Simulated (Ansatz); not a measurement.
Basis-set extrapolation for `[O]OF` radical (PBE0-D4/def2-TZVP geometry, frozen core, the Gaussian-basis code of Ansatz). Multiplicity 2, UHF reference.

```csv
,cc-pV(T+d)Z,cc-pV(Q+d)Z
HF,-249.025783,-249.046217
MP2 correlation,-0.657060,-0.715193
CCSD(T) correlation,-0.728761,-0.787119
```

Energies in hartree. Use E(X) = E(∞) + A·exp(−5.46·√X) for Hartree–Fock and E(X) = E(∞) + B·X^(−3.05) for correlation, with X = 3 and 4.

**Question.** What is the CCSD(T) energy at the basis-set limit?

**Answer.** HF limit: -249.046217 + (-0.020434) × 0.30130 = -249.05237. Correlation limit: -0.787119 + (-0.058358) × 0.71189 = -0.82866. Total: -249.88103 hartree, 3.44 eV below CCSD(T)/cc-pV(T+d)Z.

The UHF reference is spin-contaminated (⟨S²⟩ = 1.43, T1 = 0.061).
